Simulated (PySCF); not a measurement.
C4H8FN.
Atom-mapped SMILES: `[CH3:1][C@@H:2]1[NH:3][CH2:4][C@H:5]1[F:6]` (hydrogens: H7, H8, H9 on C1; H10 on C2; H11 on N3; H12, H13 on C4; H14 on C5)

A GFN2-xTB structure was refined with PBE0-D3(BJ)/def2-SVP geometry optimisation, gas phase (PySCF 2.14.0). Its GFN2-xTB values:

| coordinate | GFN2-xTB |
| --- | --- |
| C1–C2 | 1.518 Å |
| C1–H7 | 1.088 Å |
| C2–N3 | 1.476 Å |
| C2–C5 | 1.538 Å |
| C2–H10 | 1.095 Å |
| N3–C4 | 1.471 Å |
| N3–H11 | 1.013 Å |
| C4–C5 | 1.532 Å |
| C4–H12 | 1.092 Å |
| C4–H13 | 1.092 Å |
| C5–F6 | 1.370 Å |
| C5–H14 | 1.094 Å |
| C1–C2–N3 | 116.7° |
| C1–C2–C5 | 115.8° |
| C2–N3–C4 | 92.0° |
| C2–C5–C4 | 87.3° |
| C2–C5–F6 | 115.0° |
| N3–C2–C5 | 90.1° |
| N3–C4–C5 | 90.6° |
| C4–C5–F6 | 114.9° |
| C1–C2–C5–C4 | 119° |
| C2–N3–C4–C5 | -1° |
| N3–C4–C5–F6 | -116° |

Problem. How do these coordinates change at the PBE0-D3(BJ)/def2-SVP level?

Solution. 
| coordinate | PBE0-D3(BJ)/def2-SVP (Å or °) | change |
| --- | --- | --- |
| C1–H7 | 1.101 | +0.013 |
| C4–H12 | 1.104 | +0.012 |
| C4–H13 | 1.103 | +0.011 |
| C2–H10 | 1.105 | +0.010 |
| C5–H14 | 1.103 | +0.009 |
| C1–C2 | 1.512 | -0.006 |
| C5–F6 | 1.366 | -0.004 |
| N3–C4 | 1.467 | -0.004 |
| N3–H11 | 1.016 | +0.003 |
| C2–N3 | 1.474 | -0.002 |
| C2–C5 | 1.539 | +0.001 |
| C4–C5 | 1.532 | 0.000 |
| C1–C2–C5 | 116.7 | +0.9 |
| C1–C2–N3 | 116.4 | -0.3 |
| C2–N3–C4 | 92.2 | +0.2 |
| N3–C2–C5 | 90.0 | -0.1 |
| C4–C5–F6 | 115.0 | +0.1 |
| N3–C4–C5 | 90.5 | -0.1 |
| C2–C5–C4 | 87.3 | 0.0 |
| C2–C5–F6 | 115.1 | +0.1 |
| C1–C2–C5–C4 | 118 | -1 |
| C2–N3–C4–C5 | -2 | -1 |
| N3–C4–C5–F6 | -114 | +2 |

The energy falls by 3.4 kJ/mol over 4 energy and gradient evaluations, the largest force component goes from 0.0115 to 2.7e-04 Eh/bohr, and the atoms move by 0.031 Å rms after alignment. Among the bonds, C1–H7, C1–H8 and C1–H9 change most and about equally (+0.013 to +0.014 Å). Bonds longer at the end by more than 0.005 Å: 7 of 14; shorter: 1. Rotational constants go from 5225, 3258, 2333 to 5268, 3236, 2336 MHz.

The run used 124 basis functions and 25 SCF cycles in all. On Arm Neoverse V2, one thread, shared host, this took 18 s.

Stationary, but not proved a minimum.
